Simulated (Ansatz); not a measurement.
A search over several starts for the lowest SCF solution of [AlMeH3]- (CH₆Al⁻) at the given spin, in a small basis.

```yaml
crystal:
  periodic: [false, false, false]
  atoms:
    - {symbol: Al, position_ang: [-0.002115, 0.003397, -0.960543]}
    - {symbol: C, position_ang: [0.002340, -0.003794, 1.068919]}
    - {symbol: H, position_ang: [-1.015540, 0.032832, 1.478483]}
    - {symbol: H, position_ang: [0.545599, 0.858018, 1.477955]}
    - {symbol: H, position_ang: [0.479660, -0.906550, 1.471859]}
    - {symbol: H, position_ang: [1.545133, -0.034079, -1.515709]}
    - {symbol: H, position_ang: [-0.743331, 1.366073, -1.505817]}
    - {symbol: H, position_ang: [-0.811735, -1.315896, -1.515148]}
basis:
  gaussian: {orbitals: def2-SVP, initial_orbitals: start.molden}
total_charge: -1
hamiltonian: {xc: pbe0, dispersion: d4}
output: {orbitals: {seedname: orbitals}}
```

The file start.molden holds the orbitals of an earlier run on this structure, at another level or in another basis.

```sh
$ ansatz run in.yaml --threads 4 --pin off --events-out ev --progress --plain --max-ram 3916MiB
```

It prints (some lines left out):

```
Functional definition: PBE0
732 factors; their error is unknown
mean field evaluation 1: about -7724.6299 eV, gradient 5.3e0 eV
mean field evaluation 2: about -7724.7212 eV, gradient 9.0e-2 eV
mean field evaluation 4: about -7724.8217 eV, gradient 2.0e-4 eV
mean field evaluation 8: about -7723.5390 eV, gradient 2.0e1 eV
mean field evaluation 16: about -7724.8217 eV, gradient 1.8e-2 eV
mean field -7724.82167459 eV, -283.8819604689 hartree, gradient 2.4e-5 eV, S^2 0.000000; 1 other end points of the search recorded, 0 dependent functions left out
reference -7724.82170110 eV, -283.8819614433 hartree; 13, 13 occupied and 49, 49 virtual orbitals, 732 factors
Total energy: -7724.93870884 eV, -283.8862613982 hartree
```

Run time 1 s (4 threads of Arm Neoverse V1 on a shared host).
